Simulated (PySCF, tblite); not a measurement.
**C₆H₉ radical: geometry, infrared bands and EPR parameters**

Aim: predict the infrared bands and EPR parameters of C₆H₉ radical (`CC1=C[C@H](C)[CH]1`).

Programs: tblite 0.8.0 and PySCF 2.14.0, with density-fitted response routines of our own. Each step states its level of theory. These are calculated values for one molecule in the gas phase, unless marked as measured. Atoms count from 0, in the outputs and in this text.

### Step 1. The starting structure

15 atoms, charge 0, multiplicity 2; geometry from: force field or distance geometry start.

Bonds of the start (Å): C0–C1 1.56, C1–C2 1.34, C2–C3 1.54, C3–C4 1.53, C3–C5 1.45, C5–C1 1.51, C0–H6 1.09, C0–H7 1.08, C0–H8 1.09, C2–H9 1.09, C3–H10 1.09, C4–H11 1.09, C4–H12 1.10, C4–H13 1.10, C5–H14 1.06.

### Step 2. Relaxing the molecule with GFN2-xTB

What the job is given:

```
{"job": {"kind": "relax", "xc": "GFN2-xTB", "basis": "xTB"}, "charge": 0, "multiplicity": 2}
C      2.408800    -0.085400     0.746300
C      0.986100     0.104700     0.138900
C      0.006900     1.004500     0.269100
C     -0.923100     0.292100    -0.726700
C     -2.227800    -0.243600    -0.135600
C      0.136200    -0.697600    -0.823300
H      2.333200    -0.327100     1.806700
H      2.938300    -0.885900     0.241000
H      2.988600     0.833300     0.641000
H     -0.121200     1.923900     0.839900
H     -1.097500     0.813800    -1.664600
H     -2.918300     0.582000     0.065800
H     -2.083500    -0.793900     0.801600
H     -2.717600    -0.911700    -0.858200
H      0.286600    -1.601100    -1.363800
```

On the command line:

```
$ OMP_NUM_THREADS=1 python probes_run.py task.json out
```

One launch serves the whole session: the jobs run in the order shown.

**Question.** This job is followed by: GFN2-xTB harmonic vibrations, gas phase; UKS B3LYP, pcH-1 on C H, non-relativistic, mean-field spin-orbit, GIAO. What will the session give for the following? strongest single infrared mode (GFN2-xTB); zero-point energy (GFN2-xTB); g(iso) (B3LYP); ⟨S²⟩; largest a(iso) (averaged by class); surface potential, 1st and 99th percentile.

As calculated:

| quantity | value |
| --- | --- |
| strongest single infrared mode (GFN2-xTB) | 2924 cm⁻¹, 68 km/mol |
| zero-point energy (GFN2-xTB) | 79.4 kcal/mol |
| g(iso) (B3LYP) | 2.00254 |
| ⟨S²⟩ | 0.777 (exact 0.75) |
| largest a(iso) (averaged by class) | 13C on C2, C5, 64.5 MHz |
| surface potential, 1st and 99th percentile | -0.55 V and 0.74 V |

What this shows: Over 28 steps the energy fell by 0.449 eV; of the close pairs, C1–C5 changed most, 1.514 to 1.389 Å. All 39 modes are real, so the xTB geometry is a minimum. The strongest single mode, at 2924 cm⁻¹, moves mainly H10. Unscaled tight-binding wavenumbers are off by several per cent, some by more. Its intensities can rank the bands wrongly. The largest spin populations lie on C2 (0.70 e), C5 (0.68 e). The isotropic g lies 0.2 ppt above the free-electron value.
